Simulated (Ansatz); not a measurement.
Species, as SMILES: [OH] (OH), doublet.
Atoms: O1, H2. Bonds: O1-H2.

Basis-set convergence of the highest harmonic wavenumber at HF with Ansatz (a quantum-chemistry and plane-wave program). Each level at its own minimum, finite differences of forces, unscaled; the reference is a large set that could be run, not a limit. Cartesian d functions, on some or all atoms, in 6-31G**; all else is spherical. The program fits the integrals of some runs and decomposes those of others, by size. Core-valence sets carry the plain set on hydrogen. Open shells are unrestricted. No added dispersion term, no relativity. Reference: the value in aug-pcseg-3, 4037 cm⁻¹, itself unsure by roughly 3 cm⁻¹ (its mean distance from aug-cc-pVQZ, def2-QZVPPD, pcseg-3). Deviations are taken from unrounded values.

```csv
basis,functions,highest harmonic wavenumber (cm⁻¹),minus reference (cm⁻¹)
def2-SVP,19,4053,17
6-31G**,20,4054,17
6-311+G**,28,4047,10
def2-SVPD,31,4058,21
aug-pcseg-1,32,4023,-14
jun-cc-pV(T+d)Z,53,4037,1
cc-pCVTZ,57,4031,-5
aug-cc-pVTZ,69,4031,-5
cc-pVQZ,85,4041,5
```
